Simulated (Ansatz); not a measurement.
Results of r²SCAN50 (PAW; Ansatz, a program for electronic structure) for bcc Li.

Settings: plane-wave cutoff 520 eV, 14×14×14 k mesh, Fermi–Dirac smearing 0.05 eV, scalar-relativistic PAW data made under PBE.

Cell (relaxed at this level):

```xyz
1
Lattice="-1.7529 1.7529 1.7529 1.7529 -1.7529 1.7529 1.7529 1.7529 -1.7529" Properties=species:S:1:pos:R:3 pbc="T T T"
Li     0.0000     0.0000     0.0000
```

Task: Estimate the bulk modulus B0 that the calculation returns.

Result: 
bulk modulus B0: 12.1 GPa

Measured, for comparison: bulk modulus 13.8 GPa (corrected for temperature and zero-point phonon effects, our sources range from 13.1 to 13.9; as tabulated in Levämäki et al. (2014), arXiv:1402.3671). Computed (rounded) less measured: bulk modulus -12 % (-8 % to -13 % over the range).

Static lattice: no zero-point or thermal effects.

Cost on a shared machine: about 21 core-minutes (a rough figure).
